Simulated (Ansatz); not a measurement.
# H₃S+ (triplet): wave-function methods side by side, def2-QZVPP

An exercise on one series of results from a longer session: the logs are not shown, and one member is left open.

Method: def2-QZVPP, core rule «outside noble gas», up to 5 orbitals frozen; program: Ansatz 0.2.0, Gaussian basis.

The runs, in order: UHF; ROHF; CCSD(T) on UHF.

2 further runs of the same task are left out: 2 set aside as unsound or not needed.

## The system

The geometry is a PBE0/def2-TZVP stationary point (not a proven minimum).

4 atoms, charge 1, spin multiplicity 3.

Atoms are counted from 1 here; the program's logs count them from 0.

Bond lengths: S1–H2 1.357 Å, S1–H3 1.520 Å, S1–H4 1.520 Å. Angles: H2–S1–H3 89.9°, H2–S1–H4 89.9°, H3–S1–H4 179.9°.

Set-up of the first run:

Contents of in.yaml:

```yaml
crystal:
  periodic: [false, false, false]
  atoms:
    - {symbol: S, position_ang: [0.000000, -0.039104, 0.000000]}
    - {symbol: H, position_ang: [0.000000, 1.318376, 0.000000]}
    - {symbol: H, position_ang: [0.000000, -0.037193, 1.520127]}
    - {symbol: H, position_ang: [0.000000, -0.037193, -1.520127]}
basis:
  gaussian: {orbitals: "def2-QZVPP.json"}
total_charge: 1
magnetization: {spin_polarized: true, initial_magnetization: 2}
hamiltonian: {xc: hf}
output: {orbitals: {seedname: orbitals}}
```

On the command line:

```bash
ansatz run in.yaml --threads 1 --pin off --events-out ev --progress --plain --max-ram 2393MiB
```

Among the steps run: UHF; ROHF; CCSD(T) on UHF.

One table of the session follows, with a row left open; its other results are not shown here.

| method | from UCCSD(T) (meV) |
| --- | --- |
| ROHF | +6179.6 |
| UHF | ? |
| UMP2 | +1020.0 |
| UCCSD | +209.5 |
| UCCSD(T) | 0 |

Estimate the missing values for UHF.

**Answer.** from UCCSD(T) (meV): +5769.3. In the column «from UCCSD(T) (meV)» it lies between UMP2 (+1020.0) and ROHF (+6179.6).
